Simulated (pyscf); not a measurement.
Single points on ωB97X-D3(BJ)/def2-SVP structures (PySCF, gas phase).

What is the homolytic dissociation enthalpy (298 K, ωB97M-D3(BJ)/def2-TZVP) of the C–O bond of `[Li][O][CH]([CH3])[CH3]`, to Li–O• + H₃C–CH•–CH₃?

C–O to Li–O• + H₃C–CH•–CH₃: 4.26 eV. The 7 functionals that were run give +4.06 (r²SCAN) to +4.37 eV (M06-2X). Other isomers of H₃C–CH•–CH₃ were not searched in full and may lie lower. The term symbol of open-shell Li–O• was not checked; spin-orbit terms are left out.
